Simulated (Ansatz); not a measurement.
## PH2 (SMILES [PH2]): the vertical electron affinity from total energies

The species is PH2 (3 atoms), meant as a doublet with charge 0. SMILES: `[PH2]`. The shape is that of a PBE0-D4/def2-TZVP optimisation.

```xyz
3

P     0.5257   -0.3094    0.2582
H     0.1146    1.0515    0.1767
H    -0.6404   -0.7421   -0.4350
```

Both states at this one shape; open shells run unrestricted unless said. 1 Eh = 27.2114 eV.

```
                                      level  program  doublet PH2 (Eh)  singlet [PH2]− (Eh)
RPA@PBE/aug-pcseg-0, 5 core orbitals frozen   Ansatz       -341.519518          -341.552358
RPA@PBE/aug-pcseg-2, 5 core orbitals frozen   Ansatz       -342.148579          -342.197771
```

Problem. Work out the vertical electron affinity, E(N) − E(N+1), at each level.

Solution. 
1. RPA@PBE/aug-pcseg-0: -341.519518 − (-341.552358) = 0.032840 Eh = 0.89 eV.
2. RPA@PBE/aug-pcseg-2: -342.148579 − (-342.197771) = 0.049192 Eh = 1.34 eV.

No measured value is set beside it here; the levels span 0.89 to 1.34 eV.
